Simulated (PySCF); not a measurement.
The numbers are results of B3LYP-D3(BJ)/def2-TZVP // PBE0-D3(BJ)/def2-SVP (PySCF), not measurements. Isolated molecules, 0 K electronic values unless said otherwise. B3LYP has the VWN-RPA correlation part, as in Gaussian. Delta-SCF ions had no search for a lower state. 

Reference species (SMILES): `N` (neutral, multiplicity 1).

The HOMO–LUMO gap is 8.03 eV. The vertical ionisation energy (Delta-SCF) is 11.02 eV. The HOMO is -7.44 eV. The dipole moment comes out as 1.78 D.

After one change: the HOMO–LUMO gap rises by 2.00 eV; the vertical ionisation energy (Delta-SCF) goes up by 2.65 eV; the HOMO decreases by 2.68 eV; the dipole moment rises by 1.27 D.

### Question
Which change was made? The new species is one of these.
A) `CN(C)C`
B) `C#N`
C) `CSC`
D) `O`

### Answer
B, `C#N`
